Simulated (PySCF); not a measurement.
Compound: methyl(trifluoromethyl) sulfide, C2H3F3S.
Atom-mapped SMILES: `[CH3:1][S:2][C:3]([F:4])([F:5])[F:6]` (hydrogens: H7, H8, H9 on C1)

Cartesian coordinates in Å at the GFN2-xTB level; atoms count from 1:
```xyz
9
C2H3F3S angstrom
C     -1.3117   -0.0286   -0.4084
S     -0.0083    1.2265   -0.2363
C      1.2572    0.1174    0.4577
F      1.5481   -0.8869   -0.3757
F      2.3801    0.7757    0.7071
F      0.8502   -0.4457    1.6001
H     -2.1693    0.4878   -0.8256
H     -0.9766   -0.8080   -1.0865
H     -1.5561   -0.4322    0.5698
```

Computed, not measured: TDDFT CAM-B3LYP/def2-SVPD, vertical, gas phase, core orbitals frozen in the response (PySCF 2.14.0, density-fitted response routines).

Ground-to-excited transition dipoles (e·a0, same axes as the geometry; the sign carries no meaning), for the states with f of 0.002 or more among the lowest 8:

```json
{"state": "S2", "E (hartree)": "0.2607", "μx": "0.145", "μy": "-0.094", "μz": "-0.414"}
{"state": "S3", "E (hartree)": "0.2731", "μx": "-0.082", "μy": "0.053", "μz": "0.235"}
{"state": "S5", "E (hartree)": "0.3024", "μx": "-0.141", "μy": "-0.456", "μz": "0.053"}
{"state": "S6", "E (hartree)": "0.3093", "μx": "0.171", "μy": "0.160", "μz": "0.023"}
{"state": "S7", "E (hartree)": "0.3185", "μx": "-0.067", "μy": "0.043", "μz": "0.192"}
{"state": "S8", "E (hartree)": "0.3340", "μx": "0.826", "μy": "-0.170", "μz": "0.339"}
```

**Question.** What oscillator strength does each state have?

**Answer.** f = (2/3) ΔE |μ|² with ΔE in hartree (27.2114 eV).

```json
{"state": "S2", "|μ|² (au)": "0.201", "|μ| (D)": "1.14", "f": "0.035"}
{"state": "S3", "|μ|² (au)": "0.065", "|μ| (D)": "0.65", "f": "0.012"}
{"state": "S5", "|μ|² (au)": "0.231", "|μ| (D)": "1.22", "f": "0.047"}
{"state": "S6", "|μ|² (au)": "0.055", "|μ| (D)": "0.60", "f": "0.011"}
{"state": "S7", "|μ|² (au)": "0.043", "|μ| (D)": "0.53", "f": "0.009"}
{"state": "S8", "|μ|² (au)": "0.826", "|μ| (D)": "2.31", "f": "0.184"}
```

**Question.** The point group is Cs. Which irreducible representation does each state belong to?

**Answer.** From a totally symmetric ground state, an allowed state transforms like the component of the dipole operator along its μ. Polarised normal to the mirror plane, so A″: S2, S3 and S7. Polarised in the mirror plane, so A′: S5, S6 and S8.

**Question.** Which bond between heavy atoms lies closest to the direction of the S8 transition dipole?

**Answer.** S2–C3, at 27° from it; next C3–F5 at 42°.

**Question.** What angle do the transition dipoles of S3 and S5 make?

**Answer.** |cos θ| = |μa·μb| / (|μa| |μb|) = 0.00, so θ ≈ 90° (taken between 0 and 90°, since the signs are arbitrary).

**Question.** How is the summed strength of these states shared among x, y and z?

**Answer.** (2/3) Σ ΔE μα² gives 0.168 for x, 0.056 for y and 0.074 for z, 0.298 in all.

**Question.** What peak molar absorption coefficient would the strongest computed level give as a lone Gaussian band 0.3 eV wide at half height?

**Answer.** ε(max) = 2.175×10⁸ f / FWHM, with the width in cm⁻¹. S8: 2.175×10⁸ × 0.1839 / 2420 ≈ 17000 L mol⁻¹ cm⁻¹.

Hardware: one thread, x86-64 server (shared host). Cost: 16 s.
